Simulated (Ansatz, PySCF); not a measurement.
Species: triplet silylene, SiH2, net charge 0, triplet state. This is an excited triplet: at this geometry the singlet lies 0.46 eV lower at CCSD(T)/CBS(aug-cc-pV(T+d)Z,aug-cc-pV(Q+d)Z). 
Structure (B3LYP-D3(BJ)/def2-TZVP (Ansatz, a program for electronic structure) minimum search):
```xyz
3

Si     0.0022    -0.0010     0.0949
H      0.0026     1.2826    -0.6513
H     -0.0339    -1.2684    -0.6777
```
Charge 0, spin multiplicity 3.

Total electronic energies in hartree. Cores are frozen in the correlated levels unless marked. UHF or UKS for open shells. Spin-orbit coupling is left out. Non-relativistic. CBS(X,Y): correlation extrapolated as X^-3; Hartree-Fock from the larger set (for Q and 5 zeta extrapolated as (X+1)exp(-9√X)).

```json
[
 {"level": "HF/cc-pV(Q+d)Z", "program": "Ansatz", "energy (Eh)": "-290.02825"},
 {"level": "BLYP-D3(BJ)/def2-TZVPD", "program": "Ansatz + dftd3", "energy (Eh)": "-290.58269"},
 {"level": "B3LYP-D3(BJ)/def2-TZVPD", "program": "Ansatz + dftd3", "energy (Eh)": "-290.61015"},
 {"level": "PBE0/def2-SVP", "program": "Ansatz", "energy (Eh)": "___"},
 {"level": "TPSSh-D3(BJ)/def2-TZVPD", "program": "PySCF + dftd3", "energy (Eh)": "-290.61028"},
 {"level": "PBE-QIDH/def2-TZVPD", "program": "Ansatz", "energy (Eh)": "-290.37164"},
 {"level": "MP2/STO-3G", "program": "Ansatz", "energy (Eh)": "-286.66148"},
 {"level": "MP2/def2-SVP", "program": "Ansatz", "energy (Eh)": "-289.99019"},
 {"level": "MP2/CBS(aug-cc-pV(T+d)Z,aug-cc-pV(Q+d)Z)", "program": "Ansatz", "energy (Eh)": "-290.1289"},
 {"level": "MP2/CBS(cc-pV(Q+d)Z,cc-pV(5+d)Z)", "program": "Ansatz", "energy (Eh)": "-290.1300"},
 {"level": "SCS-MP2/aug-cc-pV(D+d)Z", "program": "Ansatz", "energy (Eh)": "-290.09517"},
 {"level": "SCS-MP2/aug-cc-pV(T+d)Z", "program": "Ansatz", "energy (Eh)": "-290.12144"},
 {"level": "CCSD/6-31G", "program": "Ansatz", "energy (Eh)": "-290.01686"},
 {"level": "CCSD(T)/aug-cc-pV(D+d)Z", "program": "Ansatz", "energy (Eh)": "-290.11702"},
 {"level": "CCSD(T)/CBS(cc-pV(Q+d)Z,cc-pV(5+d)Z)", "program": "Ansatz", "energy (Eh)": "-290.1526"}
]
```

Fill in the missing entries.


- PBE0/def2-SVP, energy (Eh): -290.36189
